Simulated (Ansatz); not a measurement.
Ansatz (a first-principles code) input (r2SCAN/def2-TZVPD):

Ansatz 0.2 input:
```yaml
crystal:
  periodic: [false, false, false]
  atoms:
    - {symbol: O, position_ang: [0.08242012, -0.65307308, -0.27251841]}
    - {symbol: C, position_ang: [0.05944358, 0.81611492, 0.02420122]}
    - {symbol: C, position_ang: [1.27962424, -1.22791635, 0.11217570]}
    - {symbol: C, position_ang: [-1.41575988, 1.14327758, 0.16617260]}
    - {symbol: H, position_ang: [0.38802558, 1.28228298, -0.93384472]}
    - {symbol: H, position_ang: [1.20119300, -2.32198246, -0.00706601]}
    - {symbol: H, position_ang: [2.13924714, -0.88864672, -0.50001802]}
    - {symbol: H, position_ang: [1.53362274, -0.98388112, 1.15823764]}
    - {symbol: H, position_ang: [-2.08405563, 0.76161145, -0.64762280]}
    - {symbol: H, position_ang: [-1.83735447, 0.75179719, 1.10337251]}
    - {symbol: H, position_ang: [-1.53988680, 2.23454646, 0.19179143]}
basis:
  gaussian:
    orbitals: def2-TZVPD
hamiltonian:
  xc: {name: r2SCAN}
total_charge: -1
output: {forces: true}
```

End of the output:

```
integrals: 0.10 GiB planned
1063 factors; their error is unknown
mean field: 0.99 GiB planned
mean field evaluation 1: about -5262.7367 eV, gradient 4.9e1 eV
mean field evaluation 2: about -5230.9053 eV, gradient 9.6e1 eV
mean field evaluation 4: about -5268.7273 eV, gradient 7.8e0 eV
mean field evaluation 8: about -5268.9554 eV, gradient 1.1e-1 eV
mean field evaluation 16: about -5268.9143 eV, gradient 9.0e-3 eV
mean field -5268.91426118 eV, -193.6290276999 hartree, gradient 5.4e-5 eV, S^2 0.000000; 0 other end points of the search recorded, 0 dependent functions left out
the calculation of the forces begins
reference -5268.91427909 eV, -193.6290283582 hartree; 17, 17 occupied and 197, 197 virtual orbitals, 1063 factors
Total energy: -5268.91427909 eV, -193.6290283582 hartree
Atom 0 at     0.082420    -0.653073    -0.272518 Å, force    -0.116950     0.183906     0.037270 eV/Å
Atom 1 at     0.059444     0.816115     0.024201 Å, force    -0.138748    -0.135644    -0.098431 eV/Å
Atom 2 at     1.279624    -1.227916     0.112176 Å, force     0.150287    -0.065236    -0.004706 eV/Å
Atom 3 at    -1.415760     1.143278     0.166173 Å, force     0.095843     0.018415     0.100268 eV/Å
Atom 4 at     0.388026     1.282283    -0.933845 Å, force     0.026837    -0.006641     0.013206 eV/Å
Atom 5 at     1.201193    -2.321982    -0.007066 Å, force    -0.031225    -0.017143    -0.013934 eV/Å
Atom 6 at     2.139247    -0.888647    -0.500018 Å, force     0.007108     0.032258    -0.031921 eV/Å
Atom 7 at     1.533623    -0.983881     1.158238 Å, force    -0.015223     0.018412     0.065587 eV/Å
Atom 8 at    -2.084056     0.761611    -0.647623 Å, force     0.009079    -0.041657    -0.073574 eV/Å
Atom 9 at    -1.837354     0.751797     1.103373 Å, force     0.002163     0.004771    -0.000663 eV/Å
Atom 10 at    -1.539887     2.234546     0.191791 Å, force     0.010829     0.008559     0.006897 eV/Å
Dipole moment:    -0.040424    -0.429915    -0.183208 e Å
```

It need not be the lowest isomer of its formula. Whether it binds its extra electron was not tested at this geometry.
